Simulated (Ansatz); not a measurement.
Two shapes of doublet CHO.

Shape 1:

```xyz
3

C     0.0278    0.5251   -0.3122
H    -0.0466    1.5053    0.2106
O    -0.0151   -0.5725    0.2627
```

Shape 2:

```xyz
3

C     0.0096    0.4861   -0.3233
H    -0.0090    1.4919    0.1928
O     0.0086   -0.5464    0.2215
```

Basis set: STO-3G (spherical functions). Left uncorrelated: 2 orbitals. Charge 0, multiplicity 2.

Computed with Ansatz (development build ahead of 0.2.0); each method stands on the lowest determinant of its kind that the runs found.

Task: Which shape is lower in energy, and by how much in each method?

Result:

```json
{"method": "UHF", "E(2) − E(1) (eV)": "0.187"}
{"method": "UHF-MP2", "E(2) − E(1) (eV)": "-0.499"}
```

The methods disagree on the order. Caution: the unrestricted determinant is spin contaminated.
